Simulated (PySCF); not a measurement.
## State search for HF

Unrestricted PBE0; PySCF, no relativity, basis sets H def2-TZVPPD, F def2-TZVPPD. Outer shells of the fragments: H 1s1; F 2s2 2p5.

Followed along the bond (rough minima from three points):

```csv
2Ms+1,unpaired,⟨S²⟩ at the start,R at minimum (Å),Te (eV)
1,none,0.00,0.92,0.00
```

Solutions found at the starting distance of 0.935 Å, counted from the lowest of them; the search is not exhaustive and high or unbound solutions are not listed, so other states can lie among these:

```json
{"2Ms+1": "1", "unpaired": "none", "term": "¹Σ⁺", "E (eV)": "0.00", "⟨S²⟩": "0.00", "⟨Lz²⟩": "0.00", "μ (D)": "-1.83"}
{"2Ms+1": "3", "unpaired": "σ ↑, π ↑", "term": "³Π", "E (eV)": "9.81", "⟨S²⟩": "2.00", "⟨Lz²⟩": "1.00", "μ (D)": "2.80"}
```

A term symbol is given only where ⟨S²⟩ and ⟨Lz²⟩ are close to those of a pure state; real π, δ and φ orbitals otherwise mix terms. A positive dipole means H(−)F(+).

Counting both spins, an empty level lies below a filled one in some of these solutions, because spin and occupation are held.
